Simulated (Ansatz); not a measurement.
Conformers of `CCC(CC)C(C)C`, each relaxed with PBE0-D4/def2-TZVP in Ansatz. CBS adds the triple-zeta coupled-cluster correction to the MP2 limit.

Not all of them had a frequency check.

Conformer A:

Cartesian coordinates in Å:
```
C -0.655 -0.012 2.379
C 0.336 0.073 1.229
C -0.300 -0.126 -0.158
C -0.060 -1.531 -0.708
C -0.643 -2.649 0.139
C 0.119 0.948 -1.177
C 1.622 1.006 -1.416
C -0.416 2.322 -0.797
H -0.160 0.114 3.345
H -1.415 0.770 2.291
H -1.177 -0.972 2.394
H 0.832 1.047 1.276
H 1.133 -0.665 1.374
H -1.388 -0.015 -0.038
H 1.018 -1.695 -0.821
H -0.484 -1.587 -1.717
H -0.184 -2.690 1.130
H -1.720 -2.520 0.278
H -0.484 -3.622 -0.333
H -0.354 0.668 -2.128
H 1.860 1.756 -2.175
H 2.161 1.283 -0.505
H 2.021 0.051 -1.763
H -1.502 2.302 -0.665
H 0.025 2.682 0.137
H -0.185 3.059 -1.569
```

Conformer B:

Z-matrix (Å, degrees):
```
C
C 1 1.521
H 1 1.094 2 110.6
H 1 1.093 2 111.4 3 -119.7
H 1 1.092 2 111.9 3 119.7
C 2 1.539 1 114.1 3 -60.6
H 2 1.095 1 108.2 3 61.1
H 2 1.096 1 109.7 3 175.8
C 6 1.528 2 112.2 1 -99.8
C 6 1.540 2 111.2 1 132.9
H 6 1.100 2 107.3 1 17.5
C 9 1.520 6 114.5 2 60.9
H 9 1.094 6 109.3 2 -177.0
H 9 1.096 6 109.1 2 -61.4
C 10 1.522 6 112.7 2 -167.1
C 10 1.523 6 113.2 2 66.5
H 10 1.098 6 105.5 2 -50.6
H 12 1.092 9 111.9 6 -63.6
H 12 1.094 9 111.2 6 56.8
H 12 1.093 9 110.9 6 176.6
H 15 1.093 10 110.7 6 171.8
H 15 1.094 10 111.4 6 51.8
H 15 1.093 10 111.8 6 -68.9
H 16 1.093 10 111.3 6 68.6
H 16 1.093 10 111.9 6 -52.2
H 16 1.093 10 110.6 6 -172.2
```

Conformer C:

Cartesian coordinates in Å:
```
C 1.338 1.275 -1.400
C 0.954 -0.181 -1.188
C 0.079 -0.449 0.041
C 0.808 -0.117 1.346
C 2.175 -0.764 1.497
C -1.289 0.253 -0.030
C -2.202 -0.155 1.121
C -2.005 -0.005 -1.350
H 1.974 1.383 -2.282
H 0.462 1.910 -1.550
H 1.892 1.677 -0.548
H 1.863 -0.783 -1.106
H 0.443 -0.555 -2.079
H -0.123 -1.531 0.049
H 0.905 0.971 1.441
H 0.186 -0.433 2.187
H 2.118 -1.847 1.345
H 2.902 -0.369 0.784
H 2.577 -0.593 2.498
H -1.115 1.334 0.053
H -1.809 0.138 2.095
H -3.185 0.309 1.015
H -2.349 -1.241 1.131
H -1.470 0.409 -2.206
H -3.002 0.443 -1.340
H -2.129 -1.080 -1.522
```

**Question.** Which is lowest in electronic energy at CCSD(T)/CBS (frozen core, def2 sets), and by how much? (Best estimate.)

**Answer.** The calculation gave: C; A lies 4.4 kJ/mol higher, B lies 5.2 kJ/mol higher.

**Question.** Give the energies relative to C (kJ/mol) with PBE-D4/def2-TZVPP, ωB97X-V/def2-TZVPP, ωB97M-V/def2-TZVPP, B2PLYP/def2-TZVPP, PBE0/def2-TZVPP, B3LYP/def2-TZVPP, HF/def2-QZVPP. (Estimate.)

**Answer.** The calculation gave: 
| level | A | B |
| --- | --- | --- |
| PBE-D4/def2-TZVPP | 2.9 | 4.1 |
| ωB97X-V/def2-TZVPP | 3.6 | 4.5 |
| ωB97M-V/def2-TZVPP | 3.9 | 4.9 |
| B2PLYP/def2-TZVPP | 3.0 | 3.7 |
| PBE0/def2-TZVPP | 2.9 | 3.7 |
| B3LYP/def2-TZVPP | 1.7 | 2.3 |
| HF/def2-QZVPP | 1.4 | 1.7 |

B3LYP here is the variant with VWN-RPA as its local correlation; programs differ in this.
